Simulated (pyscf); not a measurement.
HCl (SMILES Cl) + Cl–SnH₂–Cl (SMILES [Cl][SnH2][Cl]) -> Cl–SnH(Cl)–Cl (SMILES [Cl][SnH]([Cl])[Cl]) + H₂ (SMILES [H][H]) (four-centre exchange; singlet surface; Cl–H, H–Sn broken, Cl–Sn, H–H formed). Single points on ωB97X-D3(BJ)/def2-SVP structures (PySCF, gas phase). Energies in kcal/mol from the separated reactants.

```
level                   barrier  reaction energy
----------------------  -------  ---------------
ωB97X-D3(BJ)/def2-TZVP     27.5            -18.7
PBE/def2-TZVP                 ?            -15.5
r²SCAN/def2-TZVP           23.6            -17.0
B3LYP-D3(BJ)/def2-TZVP     26.7            -16.6
ωB97M-D3(BJ)/def2-TZVP     30.6            -14.6
HF/def2-TZVP                  ?                ?
```

Fill in the missing entries.


- PBE/def2-TZVP, barrier: 22.7
- HF/def2-TZVP, barrier: 46.4
- HF/def2-TZVP, reaction energy: -13.2

The functionals in the table span 7.9 kcal/mol in this barrier, from PBE to ωB97M-D3(BJ). On the reactant side the descent ends in a complex (not fully relaxed), 5.1 kcal/mol under the separated species and 32.6 kcal/mol under the saddle at ωB97X-D3(BJ)/def2-TZVP. This is the saddle that the search found; another between the same sides may lie lower. Elements past Kr carry the def2 core potentials, without spin-orbit coupling.
